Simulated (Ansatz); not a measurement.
`BBN` + H₂O → `NBO` + BH₃ at 600 K and 1 bar (formal hydrolysis of a B–B bond).

Program: Ansatz. Geometries: PBE0-D4/def2-TZVP. ΔE: electronic, gas phase. CBS: MP2 limit from def2 TZ/QZ plus the TZ coupled-cluster correction, frozen cores. This one scheme is used for every species. One conformer a species, not always the lowest.

```csv
species,CCSD(T)/CBS energy (Eh),H − E (kJ/mol),S (J/(mol·K))
`BBN`,-107.29684,199.5,336.8
H₂O,-76.37941,76.8,212.8
`NBO`,-157.17416,181.3,316.4
BH₃,-26.55200,91.5,217.3
```

H − E and S are ideal-gas, rigid-rotor, harmonic terms from PBE0-D4/def2-TZVP, for one conformer and one mirror image of each species. 1 Eh = 2625.50 kJ/mol, R = 8.31446 J/(mol·K).

Question: By hand: ΔE, ΔH, ΔS and ΔG.

Answer: ΔE = (-157.17416) + (-26.55200) − (-107.29684) − (-76.37941) = -0.04991 Eh = -131.0 kJ/mol. Δ(H − E) = 181.3 + 91.5 − 199.5 − 76.8 = -3.5, so ΔH = -134.5 kJ/mol. ΔS = 316.4 + 217.3 − 336.8 − 212.8 = -15.9 J/(mol·K). ΔG = -134.5 − 600 × (-15.9)/1000 = -125.0 kJ/mol.

Question: By hand: the equilibrium constant, and the temperature at which ΔG would vanish if ΔH and ΔS stayed fixed.

Answer: log₁₀ K = −ΔG/(RT ln 10) = 10.9. ΔG = 0 at ΔH/ΔS = 8459 K, far beyond where these terms or the molecules hold.

ΔH outweighs TΔS. A doubt of 5 kJ/mol in ΔE shifts log₁₀ K by 0.4 here. Other conformers and mirror images would add mixing entropy, several J/(mol·K) or more a flexible species. These are equilibria of isolated gas molecules and say nothing of rates. Largest T1 diagnostic: 0.013 (customary marks: 0.02 for closed shells, 0.045 for open ones).
